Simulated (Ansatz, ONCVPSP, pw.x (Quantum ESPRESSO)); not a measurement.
## Equation-of-state test of one ONCV potential (promethium)

```
Element                 : Pm (Z = 61)
Generator               : ONCVPSP 4.0.1.1 (patched build)
Type                    : optimised norm-conserving Vanderbilt (ONCV)
Functional              : LDA (Perdew-Wang 92)
Relativity              : scalar-relativistic
Frozen core             : [Kr] 4d10
Valence charge          : 15
Reference configuration : 4f4.5 5s2 5p6 5d0.5 6s2
Partial waves           : 5s+6s: rc 2.20 bohr, ncon 4, nbas 8, qcut 6.1 1/bohr, 3 projectors, debl 0.3 Ha; 5p: rc 2.20 bohr, ncon 4, nbas 8, qcut 7.2 1/bohr, 1 projector; 5d: rc 4.00 bohr, ncon 3, nbas 8, qcut 4 1/bohr, 1 projector; 4f: rc 1.60 bohr, ncon 4, nbas 9, qcut 11.8 1/bohr, 1 projector
Local potential         : polynomial inside 1.40 bohr (lpopt 3, dvloc0 0 Ha)
Core correction         : Teter function, fcfact 1.75, rcfact 1.25
```

Atomic tests: cutoffs needed: 55 Ha and 60 Ha (the cutoffs (Ha) at which the residual kinetic energy of the hardest occupied pseudo-wave falls to 1 and 0.1 mHa per electron); ghost test: no bound ghost flagged; GHOST(+) flagged for s at 201.9 eV; configuration tests: tests left out (the all-electron energies of this program are off by 10 to 40 meV for near-neutral 4f atoms).

Crystal test: sc Pm in pw.x 7.5, no spin, 13³ k-points, Fermi–Dirac smearing 0.01 Ry, cutoffs 140/560 Ry. The reference is all-electron LAPW (Ansatz 0.2.0) with the same functional, mesh and smearing; V0 and B0 come from Birch–Murnaghan fits to the pressures at five volumes. Errors are pseudo minus all-electron; Δ is the rms difference of the E(V) curves that follow from these fits, minima aligned, over ±6 % about the mean V0. Mesh and smearing are coarse, so the numbers serve the comparison and aren't converged zero-temperature values; the lattice is a test structure that the element need not adopt. Spin polarisation and strong correlation are left out, which matters for this element.

All-electron: a0 = 2.518 Å (V0 = 15.97 Å³/atom), B0 = 171.4 GPa.

Problem. How far does the potential miss the all-electron equation of state?

Solution. mean pressure error (GPa): -17.56. The pressure does not cross zero within the volumes sampled, so no fit is given. The largest radius (4.00 bohr) exceeds half the bond length (2.38 bohr), so the spheres overlap, which is one possible source of error among others. This is a poor potential for the solid. Atomic configuration tests: tests left out (the all-electron energies of this program are off by 10 to 40 meV for near-neutral 4f atoms).

```json
{"V (Å³/atom)": "15.141", "P all-electron (GPa)": "10.97", "P pseudo (GPa)": "-11.22"}
{"V (Å³/atom)": "15.540", "P all-electron (GPa)": "5.22", "P pseudo (GPa)": "-14.30"}
{"V (Å³/atom)": "15.938", "P all-electron (GPa)": "0.36", "P pseudo (GPa)": "-16.89"}
{"V (Å³/atom)": "16.336", "P all-electron (GPa)": "-3.61", "P pseudo (GPa)": "-18.89"}
{"V (Å³/atom)": "16.735", "P all-electron (GPa)": "-6.78", "P pseudo (GPa)": "-20.32"}
```

Problem. At the middle volume, how do free energy and pressure move when the wave cutoff is lowered (ecutrho kept at four times it)?

Solution.

| cutoff (Ry) | shift of F (meV/atom) | shift of P (GPa) |
| --- | --- | --- |
| 63 | +32058.8 | -888.00 |
| 84 | +4487.6 | -300.65 |
| 112 | +66.8 | -9.61 |

The run at the middle volume (84 k-points, 12 iterations) took about 82 s on one core of a shared host (Neoverse-N1, 64 threads, 124 GiB, load 55).
